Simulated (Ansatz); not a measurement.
# BN₂H₂−: one structure at several levels

Aim: energy, forces and dipole at a structure displaced at random from a GFN2-xTB minimum, from CCSD(T) and from density functionals.

Method: single points in def2-TZVPPD; program: Ansatz 0.2.0, Gaussian basis.

Cores are frozen in the correlated methods.

### Step 1. The starting structure

SMILES `N=B[NH-]`, 5 atoms, charge -1, spin multiplicity 1.

Atoms are counted from 1 here; the program's logs count them from 0.

Bond lengths: N1–B2 1.345 Å, N1–H4 1.010 Å, B2–N3 1.303 Å, N3–H5 1.014 Å. Angles: B2–N1–H4 124.5°, N1–B2–N3 170.6°, B2–N3–H5 125.8°.

Coordinates:

```xyz
5
BH2N2
N    -0.30920    0.91590   -0.93470
B     0.01730    0.08250    0.06870
N     0.38110   -0.54740    1.14950
H    -1.12930    0.81760   -1.51530
H     1.04770   -1.31070    1.19570
```

### Step 2. CCSD(T)/def2-TZVPPD

Input file run/in.yaml:

```yaml
crystal:
  periodic: [false, false, false]
  atoms:
    - {symbol: N, position_ang: [-0.309200, 0.915900, -0.934700]}
    - {symbol: B, position_ang: [0.017300, 0.082500, 0.068700]}
    - {symbol: N, position_ang: [0.381100, -0.547400, 1.149500]}
    - {symbol: H, position_ang: [-1.129300, 0.817600, -1.515300]}
    - {symbol: H, position_ang: [1.047700, -1.310700, 1.195700]}
basis:
  gaussian: {orbitals: "def2-TZVPPD.json"}
total_charge: -1
correlation: {method: ccsd_t}
output: {forces: true}
```

The basis file named in the input lies beside it (Basis Set Exchange, JSON).

On the command line:

```bash
$ ansatz run in.yaml --threads 4 --pin off --events-out ev --progress --plain --max-ram 5222MiB
```

### Step 3. PBE0-D4/def2-TZVPPD

run/in.yaml, as its differences from that of step 2:

```diff
@@ -11,3 +11,3 @@
 total_charge: -1
-correlation: {method: ccsd_t}
-output: {forces: true}
+hamiltonian: {xc: pbe0, dispersion: d4}
+output: {forces: true, orbitals: {seedname: orbitals}}
```

### Step 4. wB97M-V/def2-TZVPPD

run/in.yaml, as its differences from that of step 3:

```diff
@@ -11,3 +11,3 @@
 total_charge: -1
-hamiltonian: {xc: pbe0, dispersion: d4}
-output: {forces: true, orbitals: {seedname: orbitals}}
+hamiltonian: {xc: {name: wB97M-V}}
+output: {forces: true}
```

### Step 5. r2SCAN-D4/def2-TZVPPD

run/in.yaml, as its differences from that of step 4:

```diff
@@ -11,3 +11,3 @@
 total_charge: -1
-hamiltonian: {xc: {name: wB97M-V}}
+hamiltonian: {xc: r2scan, dispersion: d4}
 output: {forces: true}
```

### Step 6. PBE-D4/def2-TZVPPD

run/in.yaml, as its differences from that of step 5:

```diff
@@ -11,3 +11,3 @@
 total_charge: -1
-hamiltonian: {xc: r2scan, dispersion: d4}
+hamiltonian: {xc: pbe, dispersion: d4}
 output: {forces: true}
```

### Step 7. revPBE-D4/def2-TZVPPD

run/in.yaml, as its differences from that of step 6:

```diff
@@ -11,3 +11,3 @@
 total_charge: -1
-hamiltonian: {xc: pbe, dispersion: d4}
+hamiltonian: {xc: {name: revPBE}, dispersion: d4}
 output: {forces: true}
```

### Step 8. HSE06-D4/def2-TZVPPD

run/in.yaml, as its differences from that of step 7:

```diff
@@ -11,3 +11,3 @@
 total_charge: -1
-hamiltonian: {xc: {name: revPBE}, dispersion: d4}
+hamiltonian: {xc: hse06, dispersion: d4}
 output: {forces: true}
```

(Steps that only read results are left out.)

Before running it: what results should come out? Wanted: RMS force component; RMS force error; HOMO and LUMO, PBE0-D4; T1 diagnostic.

As calculated:

| quantity | value |
| --- | --- |
| RMS force component | 0.725 to 0.823 eV/Å over the methods |
| RMS force error | PBE0-D4 0.211, wB97M-V 0.193, r2SCAN-D4 0.159, PBE-D4 0.168, revPBE-D4 0.164, HSE06-D4 0.206 eV/Å |
| HOMO and LUMO, PBE0-D4 | -0.60 and 3.86 eV |
| T1 diagnostic | 0.016 |

What this shows: The forces of r2SCAN-D4 come nearest to CCSD(T), those of PBE0-D4 are farthest. Frozen-core CCSD(T) forces in triple zeta carry basis errors of their own, and this is one geometry, so small gaps rank nothing.
